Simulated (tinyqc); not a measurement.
The basis set: RHF and MP2 along a ladder of basis sets, for H3O+, spin multiplicity 1. Computed by the program tinyqc with PySCF. Same geometry throughout; the dipole is taken about the origin.

Geometry (angstrom):
```
atom        x        y       z
O      0.0000   0.0000  0.1520
H      0.9090   0.0000  0.0000
H     -0.4540   0.7870  0.0000
H     -0.4540  -0.7870  0.0000
```

RHF and frozen-core MP2 in a ladder of bases:
```
basis        functions  E(RHF) (hartree)  E(MP2 corr) (hartree)  HOMO (eV)  LUMO (eV)  dipole (debye)
sto-3g               8         -75.31341               -0.04111    -25.286      3.866           0.509
3-21g               15         -75.87841               -0.12215    -26.023     -1.716           0.626
6-31g               15         -76.26797               -0.12216    -26.072     -2.693           0.645
6-31g**             29         -76.30472               -0.18885    -26.030     -2.562           0.403
cc-pvdz             29         -76.30504               -0.19731    -26.027     -3.038           0.347
aug-cc-pvdz         50         -76.31291               -0.20580    -26.051     -4.493           0.315
cc-pvtz             72         -76.33520               -0.25136    -26.083     -3.647           0.321
```

What does the comparison show, and why?

From cc-pVDZ to cc-pVTZ the RHF energy falls by 30.2 mhartree and the correlation energy by 54.1. If valence correlation converges as X^-3, (27 E(T) - 8 E(D))/19 gives -0.2741 hartree, a rough estimate from such small X that usually falls short; STO-3G holds about 15 % of it. Beyond STO-3G the LUMO moves by 2.8 eV and the HOMO by 0.1 eV.
